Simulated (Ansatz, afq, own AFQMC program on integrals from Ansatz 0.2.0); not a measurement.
**Where AFQMC and coupled cluster stand for SiH₄O, singlet**

```yaml
atoms:
  - { symbol: Si, position_ang: [0.0000, -0.0347, 0.6936] }
  - { symbol: O, position_ang: [0.0000, 0.1147, -1.3279] }
  - { symbol: H, position_ang: [1.2036, -0.7561, 1.1914] }
  - { symbol: H, position_ang: [0.0000, 1.3552, 1.2036] }
  - { symbol: H, position_ang: [-1.2036, -0.7561, 1.1914] }
  - { symbol: H, position_ang: [0.0000, -0.6967, -1.8363] }
```

Connectivity, by distances: SiH3–OH.

Basis 6-31G. Only valence electrons are correlated. Integrals, coupled cluster, full CI and functionals: Ansatz 0.2.0; the random walks run on the same integrals in our own AFQMC program. The CISD trial takes its coefficients from CCSD amplitudes. Released means that phaseless walkers are propagated on without the constraint, phases kept. Free AFQMC starts from the CCSD state and is never constrained. Its projection time is finite, and what remains of the start isn't in its error. ± is one standard error of the sampling.

Determinant: RHF, the one that the program's search chose, which needn't be the lowest solution. The geometry is a point of a scan.

No full CI on the walks' own integrals is used here; CCSDT(Q) serves as the reference and is uncertain by about the last step of the cluster series.

The T1 diagnostic is 0.0148 and the weight of the determinant in the CISD state is 0.903. The size of the correlated space is 14 electrons in 24 orbitals.

```
  level  correlation energy (eV)
    MP2                  -5.1809
   CCSD                  -5.7279
CCSD(T)                  -5.8233
```

Question: Estimate where AFQMC with the constraint released lies against CCSD(T) on the same integrals.

Answer: 1.7 ± 0.8 kJ/mol below CCSD(T).

Reference: CCSDT(Q), correlation energy -5.858 eV. The released energy is read at 2.40 1/Eh (meV from the phaseless value at times in 1/Eh: 10 ± 8 at 0.24, 13 ± 8 at 0.51, -2 ± 7 at 0.99, -3 ± 9 at 1.62, 20 ± 9 at 2.40).

```
         level  E − E(reference) (kJ/mol)  share of correlation (%)
       CCSD(T)                        3.3                     99.41
         CCSDT                        2.0                     99.65
   ph-AFQMC/HF                 -2.8 ± 4.1                    100.49
 ph-AFQMC/CISD                 -0.4 ± 1.1                    100.06
released AFQMC                  1.6 ± 0.8                     99.72
    free AFQMC                 -0.3 ± 1.0                    100.05
```

Free projections are given only where their last times agree within the noise and don't stop above the reference; a slow remainder of the start can still hide under it. A walk keeps the symmetry of its determinant, which the program's search chose and which needn't be the lowest solution, so a lower state of the same spin and another symmetry isn't excluded. Released energies are given only where the last usable release times agree within the noise; a slower fall can still hide under it.
